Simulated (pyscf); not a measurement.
Structures and frequencies: ωB97X-D3(BJ)/def2-SVP in PySCF.

Task: Estimate by transition-state theory the rate constant of H₂C=CH₂ (SMILES C=C) + H• (SMILES [H]) → •HC=CH₂ (SMILES [CH]=C) + H₂ (SMILES [H][H]) (doublet surface; C–H broken, H–H formed) at 298 K, with ωB97M-D3(BJ)/def2-TZVP energies (ideal gas, 1 atm, RRHO with modes under 100 cm⁻¹ raised to 100, one conformer, R ln 2 for chiral ones without a mode under 150 cm⁻¹; no tunnelling).

Result: The electronic barrier is 16.1 kcal/mol and the thermal terms add +3.1, so ΔG‡ = 19.1 kcal/mol. With k_BT/h = 6.21e+12 s⁻¹ and RT = 0.592 kcal/mol, and a volume of 4.06e-20 cm³ per molecule at 1 atm, k = 2.4e-21 cm³ molecule⁻¹ s⁻¹. Wigner's tunnelling factor for 897i cm⁻¹ would be 1.78, likely too low at so high a frequency. A shift of 1 kcal/mol in the barrier changes k by a factor 5.4. This is the saddle that the search found; another between the same sides may lie lower. The angle at the transferred H is 175°.
